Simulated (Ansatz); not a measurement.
System: methanol, CH4O, charge 0, multiplicity 1. SMILES: CO
Structure (B3LYP-D3(BJ)/def2-TZVP (Ansatz, an electronic-structure program) minimum search):
```
C
H 1 1.0891
H 1 1.0957 2 108.34
H 1 1.0957 2 108.34 3 -117.92
O 1 1.4207 2 106.80 3 121.04
H 5 0.9621 1 108.72 2 -180.00
```

Property: vertical ionisation energy (to the doublet state of charge +1; each state is the SCF solution reached for its spin), in eV. Valence correlation only, unless marked. Open shells are spin-unrestricted. No spin-orbit coupling. Non-relativistic. CBS marks a two-point X^-3 extrapolation of the correlation energy; Hartree-Fock from the larger set. The bracket is a focal-point correction in the basis named.

| level | program | vertical ionisation energy (eV) |
|---|---|---|
| SVWN5/def2-TZVPD | Ansatz | 10.89 |
| BHLYP/def2-TZVPD | Ansatz | (withheld) |
| CAM-B3LYP/def2-TZVPD | Ansatz | (withheld) |
| wB97X-V/def2-TZVPD | Ansatz | 10.94 |
| SCS-MP2/aug-cc-pVDZ | Ansatz | 11.18 |
| RI-MP2/CBS(aug-cc-pVTZ,aug-cc-pVQZ)+[CCSD(T)-MP2]/aug-cc-pVTZ | Ansatz | 11.19 |

Q: Some entries are withheld; supply them.

A: 
- BHLYP/def2-TZVPD, vertical ionisation energy (eV): 10.82
- CAM-B3LYP/def2-TZVPD, vertical ionisation energy (eV): 10.99
